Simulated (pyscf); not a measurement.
Structures and frequencies: ωB97X-D3(BJ)/def2-SVP in PySCF.

Estimate the classical barrier height and the reaction energy of `[CH3][SiH2][Cl]` + `[H][H]` → `[CH3][SiH3]` + `[ClH]` at ωB97M-D3(BJ)/def2-TZVP. The step runs on the singlet surface, breaks Cl–Si, H–H and forms H–Si, Cl–H; take the separated reactants as zero.

ΔE‡ = 53.4 kcal/mol, ΔE = +19.5 kcal/mol. Zero-point energy shifts the barrier by +2.5 kcal/mol. It is a four-centre exchange, with an imaginary mode of 923i cm⁻¹. One saddle was located; it need not be the lowest between these sides.
